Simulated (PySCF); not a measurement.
Isomers of CH2Si (singlet state). Level of theory: PySCF 2.14.0, PBE0-D3(BJ)/def2-SVP geometry optimisation, gas phase. Energies are electronic, without zero-point or thermal terms, for one conformer each. No frequencies were run at this level. Point groups hold within 0.08 Å.

Question: Order them by energy at this level, lowest first, and give relative energies in kcal/mol.
A. methylidenesilylene, `C=[Si]` [singlet]
B. `C#[SiH]`

Answer: A (0.0), B (42.3).

```csv
SMILES,E (Eh),E rel (kcal/mol),dipole (D),point group,"A, B, C (MHz)"
C=[Si],-328.41442,0.0,0.12,C2v,"297639, 16382, 15527"
C#[SiH],-328.34703,42.3,0.95,Cs,"355898, 17236, 16440"
```

How do the relative energies change in single points at wB97X-D/def2-SVPD (no added dispersion term) on the same geometries?

| SMILES | PBE0-D3(BJ)/def2-SVP (kcal/mol) | wB97X-D/def2-SVPD (kcal/mol) | shift |
| --- | --- | --- | --- |
| C=[Si] | 0.0 | 0.0 | 0.0 |
| C#[SiH] | 42.3 | 44.4 | +2.1 |

Each column counts from its own lowest isomer. The order is unchanged; the largest shift is 2.1 kcal/mol.
